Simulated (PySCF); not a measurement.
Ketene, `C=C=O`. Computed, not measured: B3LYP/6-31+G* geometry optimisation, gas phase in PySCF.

```
atom  x, y, z in Å
C1    -0.6304    0.0098    0.1976
C2     0.6270   -0.0231   -0.1937
O3     1.7455   -0.0517   -0.5418
H4    -1.2248   -0.8959    0.1744
H5    -1.0645    0.9418    0.5399
```

**Question.** Which two atoms are farthest apart?

**Answer.** O3···H5 and O3···H4, 3.171 Å down to 3.170 Å.

**Question.** Work out the bond lengths C1=C2, C1–H4, C1–H5, C2=O3 in Å.

**Answer.** For C1=C2 the difference vector is (1.2574, -0.0329, -0.3913) Å, of length 1.3173 Å. C1=C2 1.317; C1–H4 1.084; C1–H5 1.084; C2=O3 1.172 Å.

**Question.** How far apart are these pairs, which share no bond: C1···O3, C2···H4, C2···H5, H4···H5?

**Answer.** C1···O3 2.489 Å (2 bonds apart); C2···H4 2.080 Å (2 bonds apart); C2···H5 2.081 Å (2 bonds apart); H4···H5 1.881 Å (2 bonds apart).

**Question.** Where is the centre of mass (commonest isotopes), and what is the radius of gyration?

**Answer.** Mass 42.011 u; centre at (0.609, -0.022, -0.188) Å; Rg = √(Σ m r²/M) = 1.107 Å. As Ia + Ib + Ic = 2 Σ m r², the three principal moments sum to 103.0 u·Å².

**Question.** What is the repulsion energy of the bare nuclei, Σ ZA·ZB/RAB?

**Answer.** 58.21 Eh over 10 pairs, with full nuclear charges and distances in bohr; the largest single term is 21.68 Eh (C2 with O3).

B3LYP/6-31+G* frequencies: not computed here.

On Arm Neoverse V2, one thread, no GPU, shared host with 96 logical CPUs at a one-minute load of 11, this took 2.0 s of wall time and 0.27 GiB of memory at its peak. This is the geometry optimisation.
